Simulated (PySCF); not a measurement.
**Assigning NMR signals**

Atoms are numbered as in `[F:1][CH2:2][CH:3]([F:4])[F:5]`; H(Xn) means a hydrogen on atom n.

- coordinates at the PBE0-D3(BJ)/def2-TZVP level
- GIAO B97-2/pcSseg-2 shieldings
- run in PySCF
- non-relativistic, isolated molecule, one computed conformer, averaged over atoms made equivalent by symmetry, fast rotation or ring inversion

References, each an isolated molecule treated in the same way: 13C (σref 185.38) and 1H (σref 31.64) against TMS.

Question: Assign these signals to the numbered atoms. 13C{1H} NMR (computed): δ 121.4, 86.0.

Answer: 
121.4 → C3, sp3 CH bonded to 2 F: 2 electronegative neighbours deshield it
86.0 → C2, sp3 CH2 bonded to F: pulled downfield by the heteroatom

Question: Assign these signals to the numbered atoms. 1H NMR (600 MHz, computed): δ 6.02 (m, 1H), 4.41 (m, 2H).

Answer: 
| δ (ppm) | atoms | environment | reason |
| --- | --- | --- | --- |
| 6.02 | H(C3) | hydrogen on an sp3 CH bonded to 2 F | its carbon carries F, which withdraws density |
| 4.41 | H(C2) | hydrogen on an sp3 CH2 bonded to F | its carbon carries F, which withdraws density |

Splittings by 19F in the carbon and heteronuclear signals aren't shown, as no couplings were computed. Shifts are as computed. Against solution values, carbons near 30 ppm lie about +3 ppm off and those near 130 ppm about +7 ppm. Of 1211 compounds with measured shifts, 218 miss one by over three times the rms of a fit or turn the order of signals round; such compounds aren't used in these exercises. No couplings were computed; multiplicities are counted from neighbouring protons, with m where these are inequivalent, close in shift, in a saturated or five-membered ring or joined by F or P, and br s for small geminal =CH2 splittings.
